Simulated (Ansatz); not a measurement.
# HF + CH3 radical: a complex and its separated parts

Aim: how far the complex at one end of a reaction step lies below its separated, relaxed parts, level by level.

Method: PBE0-D4/def2-TZVP structures, single points in def2-TZVPP, no counterpoise correction; program: Ansatz 0.2.0, Gaussian basis.

Levels: SPW92, PBE-D4, BLYP-D4, r2SCAN-D4, B97M-V, PBE0-D4, B3LYP-D4, r2SCAN0-D4, BHLYP-D4, CAM-B3LYP-D4, wB97X-V, wB97M-V, B2PLYP, PBE-QIDH, RPA on PBE, Hartree-Fock, MP2, CCSD, CCSD(T).

Cores are frozen in the correlated methods. Orbitals are unrestricted. B3LYP uses VWN-RPA correlation. B2PLYP carries no dispersion term here.

78 further runs of the same task are left out: 78 set aside as unsound or not needed.

## Step 1: The starting structure

The complex: 6 atoms, charge 0, spin multiplicity 2.

Atoms are counted from 1 here; the program's logs count them from 0.

Bond lengths: F1–H4 0.933 Å, C2–H3 1.082 Å, C2–H5 1.082 Å, C2–H6 1.082 Å. Angles: H3–C2–H5 119.6°, H3–C2–H6 119.6°, H5–C2–H6 119.6°.

Coordinates:

```xyz
6
charge 0, multiplicity 2
F     0.1275    0.7288   -2.0395
C    -0.0469   -0.2682    0.7503
H    -0.9407   -0.8476    0.5622
H     0.0729    0.4162   -1.1625
H     0.9201   -0.7511    0.7125
H    -0.1329    0.7220    1.1770
```

Its parts: HF holds atoms 1, 4; CH3 radical holds atoms 2, 3, 5, 6. Each part counts its atoms afresh in its own runs.

## Step 2: Relaxing HF alone

Input file relax-a/in.yaml:

```yaml
crystal:
  periodic: [false, false, false]
  atoms:
    - {symbol: F, position_ang: [0.127501, 0.728828, -2.039452]}
    - {symbol: H, position_ang: [0.072907, 0.416181, -1.162478]}
basis:
  gaussian: {orbitals: def2-TZVP}
hamiltonian: {xc: pbe0, dispersion: d4}
relax: {f_tol: 0.005, max_steps: 200}
```

Started as:

```sh
ansatz run in.yaml --threads 2 --pin off --events-out ev --progress --plain --max-ram 4352MiB
```

The runs that follow: Relaxing CH3 radical alone; SPW92/def2-TZVPP; PBE-D4/def2-TZVPP; BLYP-D4/def2-TZVPP; r2SCAN-D4/def2-TZVPP; B97M-V/def2-TZVPP; PBE0-D4/def2-TZVPP; B3LYP-D4/def2-TZVPP; r2SCAN0-D4/def2-TZVPP; BHLYP-D4/def2-TZVPP; CAM-B3LYP-D4/def2-TZVPP; wB97X-V/def2-TZVPP; wB97M-V/def2-TZVPP; B2PLYP/def2-TZVPP; PBE-QIDH/def2-TZVPP; RPA on PBE/def2-TZVPP; CCSD(T)/def2-TZVPP; CCSD(T)/def2-QZVPP; Vibrations of HF; Vibrations of CH3 radical.

**Question.** What will these runs give? Wanted: complex less parts, CCSD(T)/def2-TZVPP; with zero-point energy; largest T1 diagnostic.

**Answer**, as computed:

| quantity | value |
| --- | --- |
| complex less parts, CCSD(T)/def2-TZVPP | -11.6 kJ/mol |
| with zero-point energy | -5.4 kJ/mol |
| largest T1 diagnostic | 0.009 |

**Reading.** At CCSD(T) the complex lies 11.6 kJ/mol below its parts. Among the functionals B2PLYP lands nearest to CCSD(T) (-1.4 kJ/mol) and SPW92 farthest (-19.3 kJ/mol). PBE-QIDH is as near within the digits shown. Mean unsigned error by rung: LDA 19.3, GGA 7.5, meta-GGA 4.8, hybrid 3.9, range-separated hybrid 4.0, double hybrid 1.4 kJ/mol. PBE-D4 gives a relative energy 8.7 kJ/mol too low, an error of 75 % of the reference. No counterpoise was applied, and triple zeta lacks some correlation, so the CCSD(T) reference has a basis error of its own, and close matches with it are partly luck.
